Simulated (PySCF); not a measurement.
First SCF of a structure search on singlet MgF2, at a hand-made linear geometry. PySCF input:

```python
from pyscf import gto, scf, dft
mol = gto.M(atom='''
Mg     0.000000     0.000000     0.000000
F      0.000000     0.000000     2.030000
F      0.000000     0.000000    -2.030000''',
    basis={'Mg': 'def2-TZVP', 'F': 'def2-TZVP'},
    charge=0, spin=0)
mf = dft.RKS(mol, xc='PBE')
mf.grids.atom_grid = (50, 194)
aux = {'Mg': 'def2-universal-JKFIT', 'F': 'def2-universal-JKFIT'}
mf = mf.density_fit(auxbasis=aux)
mf.conv_tol = 1e-08
mf.diis_space = 10
mf.max_cycle = 60
mf.init_guess = 'minao'
mf.verbose = 4
mf.kernel()
```

Excerpt of the output (cycles and frontier levels):

```
init E= -399.436758786992
  HOMO = -0.439943041326268  LUMO = -0.127785117989589  gap/eV = 8.49425
cycle= 1 E= -399.406246048347  delta_E= 0.0305  |g|= 1.11  |ddm|=  1.7
  HOMO = -0.072143356364551  LUMO = -0.0400397632589064  gap/eV = 0.87358
cycle= 2 E= -394.859036464826  delta_E= 4.55  |g|= 4.69  |ddm|= 3.15
  HOMO = -0.298699869062047  LUMO = -0.120515671395886  gap/eV = 4.84864
cycle= 3 E= -399.636367023561  delta_E= -4.78  |g|= 0.0987  |ddm|= 2.73
  HOMO = -0.276611550501906  LUMO = -0.128860646819959  gap/eV = 4.02051
cycle= 4 E= -399.636421390462  delta_E= -5.44e-05  |g|= 0.111  |ddm|= 0.194
  HOMO = -0.282617296403611  LUMO = -0.1289241902995  gap/eV = 4.18220
cycle= 5 E= -399.638570462001  delta_E= -0.00215  |g|= 0.0333  |ddm|= 0.0585
  HOMO = -0.28501439353475  LUMO = -0.129061754978231  gap/eV = 4.24369
cycle= 6 E= -399.63876185803  delta_E= -0.000191  |g|= 0.00713  |ddm|= 0.0181
  HOMO = -0.285647392054912  LUMO = -0.12918046620333  gap/eV = 4.25768
cycle= 7 E= -399.638770105255  delta_E= -8.25e-06  |g|= 0.000695  |ddm|= 0.00323
  HOMO = -0.285649343474459  LUMO = -0.129126329587841  gap/eV = 4.25921
cycle= 8 E= -399.638770191251  delta_E= -8.6e-08  |g|= 0.000126  |ddm|= 0.000569
  HOMO = -0.285659920058716  LUMO = -0.12912764280545  gap/eV = 4.25946
cycle= 9 E= -399.638770193362  delta_E= -2.11e-09  |g|= 2.66e-05  |ddm|= 6.42e-05
  HOMO = -0.285652102324075  LUMO = -0.129127699358662  gap/eV = 4.25925
Extra cycle  E= -399.638770192443  delta_E= 9.19e-10  |g|= 7.98e-05  |ddm|= 6.56e-05
converged SCF energy = -399.638770192443
```

No lower solution of this spin was found by a stability analysis within the restricted form, which does not test spin polarisation.

The search for the lowest solution, with the stability check, took 2.3 s on 2 threads of a shared Arm Neoverse V1 host, with 94 basis functions; the process peaked at 0.27 GiB.
